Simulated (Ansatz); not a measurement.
# BHO (singlet): B3LYP, r2SCAN0 over a scan of the distance O2–H3, 6-31G

How well do these functionals follow the top wave-function level for BHO (singlet) over a scan of the distance O2–H3?

Program: Ansatz 0.2.0, Gaussian basis. Level of theory: 6-31G, all electrons in the functionals. These are calculated values, not measurements.

Plan: B3LYP, r2SCAN0, at 0.773 Å; 0.862 Å; 0.952 Å; 1.063 Å; 1.157 Å; 1.332 Å; 1.505 Å; 1.805 Å; 2.144 Å; 2.559 Å; 3.307 Å.

26 further runs of the same task are left out: 2 for a mislabelled method, 20 that didn't finish, 4 set aside as unsound or not needed.

## Step 1: The geometry

The geometry derives from a PBE0/def2-TZVP stationary point (not a proven minimum). One bond is set to the value named and the two fragments are kept rigid.

3 atoms, charge 0, spin multiplicity 1.

Atoms are counted from 1 here; the program's logs count them from 0.

Bond lengths: B1–O2 1.272 Å, O2–H3 0.952 Å. Angles: B1–O2–H3 180.0°.

No dispersion term is added. B3LYP takes the VWN-RPA correlation.

The geometry shown and the zero of energy belong to the point 0.952 Å. The yardstick, FCI, and other wave-function levels (R restricted, U unrestricted, valence and pair active spaces) come from earlier runs.

## Step 2: B3LYP, 0.773 Å

in.yaml reads:

```yaml
crystal:
  periodic: [false, false, false]
  atoms:
    - {symbol: B, position_ang: [0.000000, 0.000000, 1.105714]}
    - {symbol: O, position_ang: [0.000000, 0.000000, -0.166357]}
    - {symbol: H, position_ang: [0.000000, 0.000000, -0.939357]}
basis:
  gaussian: {orbitals: 6-31G}
hamiltonian: {xc: {name: B3LYP}}
```

On the command line:

```
ansatz run in.yaml --threads 1 --pin off --events-out ev --progress --plain --max-ram 2393MiB
```

Further steps of the session: B3LYP, 0.862 Å; B3LYP, 0.952 Å; B3LYP, 1.063 Å; B3LYP, 1.157 Å; B3LYP, 1.332 Å; B3LYP, 1.505 Å; B3LYP, 1.805 Å; B3LYP, 2.144 Å; B3LYP, 2.559 Å; B3LYP, 3.307 Å; r2SCAN0, 0.773 Å; r2SCAN0, 0.862 Å; r2SCAN0, 0.952 Å; r2SCAN0, 1.063 Å; r2SCAN0, 1.157 Å; r2SCAN0, 1.332 Å; r2SCAN0, 1.505 Å; r2SCAN0, 1.805 Å; r2SCAN0, 2.144 Å; r2SCAN0, 2.559 Å; r2SCAN0, 3.307 Å.

Before running them: what should the planned runs give, taken together? Wanted: span of the FCI curve; largest miss, B3LYP; largest miss, r2SCAN0.

As calculated:

| quantity | value |
| --- | --- |
| span of the FCI curve | 53.9 kcal/mol |
| largest miss, B3LYP | +16.4 kcal/mol (3.307 Å) |
| largest miss, r2SCAN0 | +14.9 kcal/mol (3.307 Å) |

What this shows: Of the functionals, r2SCAN0 keep the smallest largest miss at the points compared (at most 14.9 kcal/mol) and B3LYP strays most (16.4 kcal/mol, at 3.307 Å). B3LYP, r2SCAN0 clearly break the spin symmetry at some points (⟨S²⟩ up to 1.03 above the pure value), so energy there is bought with a mixed spin. Functionals and the yardstick converge differently with the basis, so part of each miss in 6-31G is the basis.
